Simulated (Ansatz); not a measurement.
Elements on the sites of an ideal fcc lattice, at a guessed lattice constant:

```
CELL_PARAMETERS angstrom
-3.90560 3.90560 -3.90560
3.90560 3.90560 3.90560
3.90560 -3.90560 -3.90560
ATOMIC_POSITIONS crystal
Co 0.25000 0.25000 0.50000
Ir 0.00000 0.25000 0.75000
Ir 0.75000 0.50000 0.75000
Ir 0.50000 0.75000 0.75000
Ir 0.00000 0.50000 0.50000
Ir 0.75000 0.25000 0.00000
Ir 0.50000 0.50000 0.00000
Pt 0.25000 0.00000 0.75000
Pt 0.50000 0.00000 0.50000
Pt 0.75000 0.00000 0.25000
Pt 0.50000 0.25000 0.25000
Pt 0.75000 0.75000 0.50000
Pt 0.00000 0.00000 0.00000
Pt 0.25000 0.50000 0.25000
Pt 0.00000 0.75000 0.25000
Pt 0.25000 0.75000 0.00000
```

Cell and atoms were relaxed without symmetry on coarser meshes and computed once more. These are results of DFT PBEsol, scalar-relativistic, plane waves, PAW (Ansatz 0.2.0), not measurements.

Settings: cutoff 420 eV, Γ-centred mesh 6×6×6 on the computed 16-atom cell, Gaussian smearing of 0.10 eV; collinear spin from starting moments 1.88 0 0 0 0.12 0 0 0 0 0 0 0 0 0 0 0 μB.

The relaxation ran on 3×3×3 k points with a smearing of 0.1 eV, from sites shaken by 0.02 Å.

Q: What does the relaxation give?

A: A volume of 14.41 Å³/atom and no gap on the mesh. It lies 0.04 eV/atom above the elements' standard states (static lattices, no corrections for gases). The atoms leave their sites by 0.04 Å (root mean square) and 0.09 Å at most, and the cell stretches by up to 0.1 % at fixed volume. One magnetic start was tried.

```
Co Ir Pt
1.0
    -3.86611    3.85932   -3.85805
     3.86545    3.86591    3.86529
     3.86374   -3.86656   -3.86292
Co Ir Pt
1 6 9
Direct
  0.25370 0.26444 0.51150
  0.00223 0.25767 0.74954
  0.74278 0.49551 0.74744
  0.49644 0.74365 0.74810
  0.00246 0.49607 0.50078
  0.74858 0.25149 0.99578
  0.49520 0.49505 0.98618
  0.25044 0.00487 0.74547
  0.49972 0.00505 0.50228
  0.75600 0.00500 0.25079
  0.50136 0.25365 0.25136
  0.74864 0.74922 0.49899
  0.99721 0.00110 0.99883
  0.24715 0.49572 0.25126
  0.99664 0.74822 0.24693
  0.24801 0.74632 0.99392
```

The final mesh leaves forces up to 0.10 eV/Å and stresses up to 0.3 GPa: the relaxation ran on a coarser mesh, so the cell's shape, its bonds and its energy belong partly to that mesh.

Spin-orbit coupling is left out, which matters for the bands of heavy elements.

Cost: 2 runs of about 67 core-minutes in all (earlier runs that led there not counted), on AMD EPYC 7R43 (Zen 3) (shared hosts).